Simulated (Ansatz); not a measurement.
# CH3B (triplet): wave-function methods side by side at distance B1–C2 = 1.358 Å, cc-pVDZ

One table from this session's results is given with a row withheld; the runs are named, their logs left out.

The runs use Ansatz 0.2.0, Gaussian basis; cc-pVDZ, core rule «outside noble gas», up to 2 orbitals frozen.

Plan: UHF; CCSD(T) on ROHF; CCSD(T) on UHF; BCCD(T) on ROHF; CISD; CCSDT(Q) on ROHF; CCSDT(Q) on UHF; CASSCF and MRCISD+Q, 4 electrons in 4 orbitals; CASSCF and NEVPT2, 4 electrons in 4 orbitals.

21 further runs of the same task are left out: 18 that didn't finish, 3 set aside as unsound or not needed.

### The geometry

The geometry derives from a PBE0/def2-TZVP stationary point (not a proven minimum). One bond is set to the value named and the two fragments are kept rigid.

5 atoms, charge 0, spin multiplicity 3.

Atoms are counted from 1 here; the program's logs count them from 0.

Bond lengths: B1–C2 1.358 Å, B1–H3 1.194 Å, C2–H4 1.092 Å, C2–H5 1.087 Å. Angles: C2–B1–H3 128.3°, B1–C2–H4 123.5°, B1–C2–H5 123.0°, H4–C2–H5 113.6°.

Coordinates:

```
B     0.00000   -0.15377    0.73980
C     0.00000    0.05808   -0.60158
H     0.00000    0.65674    1.61607
H     0.00000    1.05138   -1.05426
H     0.00000   -0.75094   -1.32829
```

The first run:

Contents of in.yaml:

```yaml
crystal:
  periodic: [false, false, false]
  atoms:
    - {symbol: B, position_ang: [0.000000, -0.153771, 0.739796]}
    - {symbol: C, position_ang: [0.000000, 0.058085, -0.601577]}
    - {symbol: H, position_ang: [0.000000, 0.656737, 1.616066]}
    - {symbol: H, position_ang: [0.000000, 1.051384, -1.054263]}
    - {symbol: H, position_ang: [0.000000, -0.750943, -1.328287]}
basis:
  gaussian: {orbitals: cc-pVDZ}
magnetization: {spin_polarized: true, initial_magnetization: 2}
hamiltonian: {xc: hf}
output: {orbitals: {seedname: orbitals}}
```

Run with:

```
$ ansatz run in.yaml --threads 1 --pin off --events-out ev --progress --plain --max-ram 2393MiB
```

Steps of the session up to this table: UHF; CCSD(T) on ROHF; CCSD(T) on UHF; BCCD(T) on ROHF; CISD; CCSDT(Q) on ROHF; CCSDT(Q) on UHF; CASSCF and MRCISD+Q, 4 electrons in 4 orbitals; CASSCF and NEVPT2, 4 electrons in 4 orbitals.

One of the session's tables, all rows but one given; the rest of the session is left out.

| method | from UCCSDT(Q) (kcal/mol) |
| --- | --- |
| ROHF | +134.87 |
| UHF | +132.99 |
| RMP2 | +23.21 |
| UMP2 | +23.38 |
| CISD | +10.80 |
| RCCSD | +3.53 |
| UCCSD | +3.49 |
| RCCSD(T) | +0.61 |
| UCCSD(T) | +0.59 |
| BCCD(T) | +0.60 |
| RCCSDT | +0.14 |
| UCCSDT | +0.13 |
| RCCSDT(Q) | +0.01 |
| UCCSDT(Q) | 0 |
| CASSCF pair | +124.88 |
| NEVPT2 pair | ? |

**Question.** Estimate the row for NEVPT2 pair.

**Answer.** from UCCSDT(Q) (kcal/mol): +24.09. In the column «from UCCSDT(Q) (kcal/mol)» it lies between UMP2 (+23.38) and CASSCF pair (+124.88).

Not comparable, so not listed: CASSCF and MRCISD+Q, 4 electrons in 4 orbitals (they don't share determinant, frozen orbitals or solution with the rows shown, or repeat one).

To keep in mind: Restricted and unrestricted rows rest on different reference determinants; where their highest levels disagree by more than a few hundredths of an eV, they describe different states and don't form one ladder. Warnings in the runs' records: passed over end.
